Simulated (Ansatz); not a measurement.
We consider zinc-blende MgTe (metastable phase), described by PBE0 (Ansatz, an electronic-structure program, PAW).

Settings: plane-wave cutoff 460 eV, 8×8×8 k mesh, Fermi–Dirac smearing 0.01 eV, scalar-relativistic PAW data made under PBE.

The cell is scaled about its equilibrium volume:

| V (Å³/atom) | P (GPa) | direct gap at Γ (eV) |
|---|---|---|
| 32.042 | 2.12 | 4.163 |
| 32.886 | 0.99 | 4.032 |
| 33.531 | 0.22 | 3.936 |
| 34.572 | -0.88 | 3.787 |
| 35.415 | -1.65 | 3.672 |

A straight line through the gaps at Γ against ln V gives a volume deformation potential dE_g(Γ)/d ln V of -4.9 eV: the gap at Γ widens under compression.

Measured, for comparison: band gap 3.67 eV (2 K, zero-point motion not removed; as tabulated in arXiv:1206.3780).

Spin–orbit coupling is not included; with these elements it can move the gap by several tenths of an eV or more.
